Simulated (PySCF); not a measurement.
## A PySCF run on MgCl

State: quartet, unpaired electrons σ ↑, π ↑↑, a mixture of terms (⟨Lz²⟩ = 2.0), a second solution, started from another occupation.

An equivalent input (the run itself took its basis sets from the Basis Set Exchange, started from a PBE0 density and held the occupation σ 9α 8β, πx 3α 3β, πy 4α 2β):

```python
from pyscf import gto, dft
mol = gto.M(atom='Mg 0 0 0; Cl 0 0 2.215', basis={'Mg': 'def2-TZVP', 'Cl': 'def2-TZVP'},
            charge=0, spin=3, verbose=4, symmetry='C2v')
mf = dft.UKS(mol, xc='PBE0')
mf.grids.atom_grid = (80, 434)
mf.grids.prune = dft.gen_grid.treutler_prune
mf.irrep_nelec = {'A1': (9, 8), 'B1': (3, 3), 'B2': (4, 2)}
mf.conv_tol = 1e-9
mf.max_cycle = 60
mf.diis_space = 10
mf.kernel()
```

The log (some set-up lines and the per-cycle HOMO/LUMO lines removed):

```
******** <class 'pyscf.dft.uks_symm.SymAdaptedUKS'> ********
method = SymAdaptedUKS
damping factor = 0
level_shift factor = 0
DIIS = <class 'pyscf.scf.diis.CDIIS'>
diis_start_cycle = 1
diis_space = 10
diis_damp = 0
SCF conv_tol = 1e-09
SCF conv_tol_grad = None
SCF max_cycles = 60
number electrons alpha = 16  beta = 13
Set gradient conv threshold to 3.16228e-05
init E= -659.842174871062
cycle= 1 E= -659.848706101407  delta_E= -0.00653  |g|= 0.00406  |ddm|= 0.0323
cycle= 2 E= -659.84871354765  delta_E= -7.45e-06  |g|= 0.00269  |ddm|= 0.0119
cycle= 3 E= -659.848716042862  delta_E= -2.5e-06  |g|= 0.000324  |ddm|= 0.00227
cycle= 4 E= -659.848716069674  delta_E= -2.68e-08  |g|= 6.16e-05  |ddm|= 0.000396
cycle= 5 E= -659.848716073051  delta_E= -3.38e-09  |g|= 2.03e-05  |ddm|= 0.000172
cycle= 6 E= -659.848716073435  delta_E= -3.84e-10  |g|= 6.02e-06  |ddm|= 5.35e-05
Extra cycle  E= -659.848716073459  delta_E= -2.32e-11  |g|= 3.7e-06  |ddm|= 1.12e-05
converged SCF energy = -659.848716073459  <S^2> = 3.7543069  2S+1 = 4.0021529
```

Repeating this along the bond gives Re = 2.903 Å and ωe = 118 cm⁻¹.

A point of this curve took 1.2 CPU seconds beside 0.16 for the integrals, on Arm Neoverse V1 (shared host).

Counting both spins, an empty level lies below a filled one in this solution, because spin and occupation are held.
